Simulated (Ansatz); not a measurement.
Consider the atomization: `CC(N)=C(O)O` → 3 C• + 7 H• + N• + 2 O•.

Program: Ansatz. Geometries: PBE0-D4/def2-TZVP. ΔE: electronic, gas phase. CCSD(T)/CBS adds triple-zeta CCSD(T) − MP2 to the extrapolated MP2 energy (def2 sets, frozen cores). This one scheme is used for every species, atoms too. For atomizations the MP2-based limit and the directly extrapolated one differ by several kJ/mol either way, and by 10 to 25 for some Ge, Se and Sn compounds, so smaller differences from it don't rank the levels. Functionals use def2-TZVPP. No spin–orbit coupling; open shells (•) take unrestricted orbitals. Spin–orbit coupling would lower the free atoms: a little for C, O. One conformer a species, not always the lowest.

```json
{"species": "`CC(N)=C(O)O`", "BLYP-D4 energy (Eh)": "-323.76983"}
{"species": "C•", "BLYP-D4 energy (Eh)": "-37.84656"}
{"species": "H•", "BLYP-D4 energy (Eh)": "-0.49755"}
{"species": "N•", "BLYP-D4 energy (Eh)": "-54.58940"}
{"species": "O•", "BLYP-D4 energy (Eh)": "-75.08514"}
```

(1) Work out ΔE.

Largest T1 diagnostic among the species: 0.012.

Results:

(1) ΔE = 7 × (-0.49755) + 3 × (-37.84656) + 2 × (-75.08514) + (-54.58940) − (-323.76983) = 1.98762 Eh = +1247.3 kcal/mol. CCSD(T)/CBS gives +1239.1 kcal/mol.

In def2-TZVPP, CCSD(T) changes the Hartree–Fock value by +354.4 kcal/mol (the triples alone add +22.6 kcal/mol) and MP2 by +382.5 kcal/mol; breaking electron pairs costs correlation energy, which Hartree–Fock lacks. The D4 term adds +9.0 kcal/mol with B3LYP and +4.7 kcal/mol with PBE0; it sums over pairs of atoms, weighted by their polarisabilities, and B3LYP, whose exchange is more repulsive, gets the larger term. At CCSD(T), def2-SVP lies −67.8 kcal/mol from the extrapolated value and def2-TZVPP −36.1 kcal/mol: correlation converges slowly with the basis, and small sets miss more of it in the bonded molecule than in its fragments.

B3LYP here is the variant with VWN-RPA as its local correlation; programs differ in this.
